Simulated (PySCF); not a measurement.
# Working out the electron affinity of B

B⁻ [He] 2s2 2p2 (3P) → B [He] 2s2 2p1 (2P). Computed with PySCF 2.14 in aug-cc-pVTZ-DK, with scalar relativity by spin-free X2C-1e. Frozen: 1s2. Energies in hartree (1 hartree = 27.21139 eV):

```csv
part,B⁻ (lower),B (upper)
UHF,-24.527627,-24.538906
MP2 opposite-spin,-0.049431,-0.041166
MP2 same-spin,-0.013837,-0.003243
```

Question: What does Hartree-Fock give?

Answer: (-24.538906) − (-24.527627) = -0.011279 hartree = -0.307 eV.

Question: What do MP2 and SCS-MP2 (6/5 opposite-spin, 1/3 same-spin) give?

Answer: The opposite-spin parts differ by 0.225 eV and the same-spin parts by 0.288 eV. MP2: -0.307 + (0.225) + (0.288) = 0.206 eV. SCS-MP2: -0.307 + 1.2 × (0.225) + (0.288)/3 = 0.059 eV.

A first-order spin-orbit estimate adds -0.001 eV to MP2 (valence), giving 0.205 eV against 0.280 eV (measured; photodetachment measurements, as compiled on the Wikipedia data page of electron affinities).

What remains against the reference includes basis incompleteness, the frozen core and correlation beyond second order.
